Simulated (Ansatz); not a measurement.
Z-matrix (Å, degrees):
```
C
O 1 1.406
H 1 1.095 2 111.2
H 1 1.098 2 111.1 3 -121.4
H 1 1.089 2 107.0 3 119.6
C 2 1.392 1 114.5 3 62.2
S 6 1.836 2 113.7 1 -67.4
C 6 1.509 2 107.8 1 167.8
H 6 1.101 2 110.3 1 47.1
H 7 1.343 6 95.5 2 -69.9
H 8 1.092 6 110.1 2 61.1
H 8 1.089 6 110.6 2 -178.6
H 8 1.092 6 109.7 2 -57.9
```

The species carries charge 0 and has multiplicity 1.

Task: List the PBE0/def2-TZVPP orbital energies in eV (Ansatz 0.2.0). (An estimate is asked.)

Result: Computed: Occupied: -2422.17, -523.10, -280.56, -279.24, -278.11, -217.51, -161.37, -161.27, -161.13, -29.56, -22.37, -20.00, -19.17, -16.77, -14.36, -13.28, -13.18, -11.97, -11.30, -10.94, -10.36, -9.99, -9.09, -7.65, -7.02. Lowest empty: 0.55, 1.55, 1.71, 2.06, 2.61, 2.86, 3.35, 3.49.
